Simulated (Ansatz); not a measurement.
This geometry of BClH₄S (7 atoms, charge 0, multiplicity 1) is a first-order saddle point.

All numbers below come from RKS BLYP/def2-SVP in Ansatz 0.2.0.

```xyz
7
Properties=species:S:1:pos:R:3
B 0.130 -0.356 -0.051
Cl -0.197 0.173 2.039
H 1.225 0.089 -0.288
H -0.866 -0.004 -0.631
S 0.246 -2.281 0.313
H -1.086 -2.569 0.244
H 0.030 -1.302 1.747
```

Which two structures does it join? (They come from a converged band through this point; their orientation in space is the band's.)

Bonds broken: B1–Cl2, S5–H7. Bonds formed: Cl2–H7. BClH4S becomes BH3S + ClH.

First end point:

```xyz
7
Properties=species:S:1:pos:R:3
B 0.034 -0.040 0.109
Cl -0.608 0.605 1.701
H 1.222 0.126 -0.086
H -0.723 0.045 -0.838
S 0.071 -2.206 0.247
H -1.174 -2.428 0.769
H 0.659 -2.352 1.472
```

Last end point:

```xyz
7
Properties=species:S:1:pos:R:3
B 0.163 -0.577 -0.539
Cl -0.173 0.164 3.062
H 1.235 -0.025 -0.592
H -0.876 -0.047 -0.843
S 0.212 -2.289 0.006
H -1.123 -2.578 -0.052
H 0.045 -0.897 2.333
```

How far does it lie above each of them?

16.3 kcal/mol above the first and 12.3 kcal/mol above the second. This is the barrier of this one path; another mechanism may lie lower. The orbitals stay closed-shell, which can raise the energy where a bond breaks towards radicals; this wasn't checked here.

Time of the run: 59 s on 2 threads of Arm Neoverse V1 (shared host), peak memory 0.15 GiB.
